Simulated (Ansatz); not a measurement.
**CHBSi+ (doublet): the correlation ladder, def2-QZVPP**

The task here is to estimate one member of a computed series from the others.

Program: Ansatz 0.2.0, Gaussian basis. Level of theory: def2-QZVPP, core rule «outside noble gas», up to 7 orbitals frozen. These are calculated values, not measurements.

Plan: UHF; ROHF; CCSD(T) on UHF.

2 further runs of the same task are left out: 2 set aside as unsound or not needed.

## The system

The geometry is a PBE0/def2-TZVP stationary point (not a proven minimum) of the parent state, kept for this charge and spin.

4 atoms, charge 1, spin multiplicity 2.

Atoms are counted from 1 here; the program's logs count them from 0.

Bond lengths: B1–Si2 2.104 Å, B1–C3 1.413 Å, Si2–C3 1.748 Å, Si2–H4 1.507 Å. Angles: Si2–B1–C3 55.5°, B1–Si2–C3 41.8°, B1–Si2–H4 159.6°, C3–Si2–H4 117.8°, B1–C3–Si2 82.7°.

Geometry (Å):

```xyz
4
CHBSi
B     0.00000   -0.54212    1.31164
Si    0.00000   -0.13746   -0.75272
C     0.00000    0.75487    0.75049
H     0.00000    0.64988   -2.03742
```

The first run:

in.yaml

```yaml
crystal:
  periodic: [false, false, false]
  atoms:
    - {symbol: B, position_ang: [0.000000, -0.542119, 1.311636]}
    - {symbol: Si, position_ang: [0.000000, -0.137461, -0.752718]}
    - {symbol: C, position_ang: [0.000000, 0.754866, 0.750494]}
    - {symbol: H, position_ang: [0.000000, 0.649881, -2.037416]}
basis:
  gaussian: {orbitals: "def2-QZVPP.json"}
total_charge: 1
magnetization: {spin_polarized: true, initial_magnetization: 1}
hamiltonian: {xc: hf}
output: {orbitals: {seedname: orbitals}}
```

Run with:

```console
> ansatz run in.yaml --threads 1 --pin off --events-out ev --progress --plain --max-ram 2393MiB
```

Steps of the session up to this table: UHF; ROHF; CCSD(T) on UHF.

One of the session's tables, all rows but one given; the rest of the session is left out.

```
  method  from UCCSD(T) (meV)
    ROHF                    ?
     UHF              +9587.0
    UMP2              +1692.6
   UCCSD               +655.6
UCCSD(T)                    0
```

Q: Estimate the row for ROHF from the others.

As computed: from UCCSD(T) (meV): +10190.0. In the column «from UCCSD(T) (meV)» it is the highest.

Limits of these values: The determinant is far from a pure spin state, so its energy mixes those of several spin states (harmless only where they are near-degenerate, as at dissociation).
